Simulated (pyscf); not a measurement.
Structures and frequencies: ωB97X-D3(BJ)/def2-SVP in PySCF.

**Question.** For the elementary gas-phase step Cl–B(Cl)–Cl + SiH₄ → H₃Si–Cl + Cl–BH–Cl (singlet surface; B–Cl, H–Si broken, Cl–Si, B–H formed), what barrier and reaction energy does ωB97M-D3(BJ)/def2-TZVP give, measured from the separated reactants?

**Answer.** ΔE‡ = 22.1 kcal/mol, ΔE = -4.2 kcal/mol. Zero-point energy shifts the barrier by +2.8 kcal/mol. It is a four-centre exchange, with an imaginary mode of 294i cm⁻¹. This is the saddle that the search found; another between the same sides may lie lower.
